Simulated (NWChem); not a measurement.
# Atomisation of disulfur (S$_{2}$)

```xyz
2

S      0.0000     0.0000     0.9520
S      0.0000     0.0000    -0.9520
```
Charge 0, spin multiplicity 3.

Program: NWChem. Structure: optimised with UPBE0/def2-SVP, a minimum by its harmonic frequencies.

Basis set: def2-TZVP. The atomisation energy is electronic alone: no zero-point, thermal, spin-orbit or counterpoise terms. No value is extrapolated to the basis-set limit. Free atoms are single determinants with multiplicities S 3. Correlated methods freeze the same cores in atoms and molecule, 10 orbitals in all.

B3LYP has NWChem's definition, with VWN1-RPA local correlation. The unpaired electrons of the parent sit in orbitals of symmetry b2g and b3g (D2h labels of the run); other states weren't searched. The stability of the SCF solutions was not checked. Open-shell Hartree-Fock references start from PBE0 orbitals. Coupled-cluster values serve here as a point of comparison, not as the truth.

```
method       atomisation energy (kcal/mol)
-----------  -----------------------------
B3LYP                                    …
PBE0                                 106.6
M06-2X                                   …
MP2                                  100.4
HF                                    50.7
r2SCAN                               110.9
PBE                                  115.2
CCSD(T)                               95.0
LDA (SVWN5)                              …
BLYP                                     …
```

### Question
Some entries are withheld; supply them.

### Answer

- B3LYP, atomisation energy (kcal/mol): 103.1
- M06-2X, atomisation energy (kcal/mol): 104.4
- LDA (SVWN5), atomisation energy (kcal/mol): 135.0
- BLYP, atomisation energy (kcal/mol): 107.4
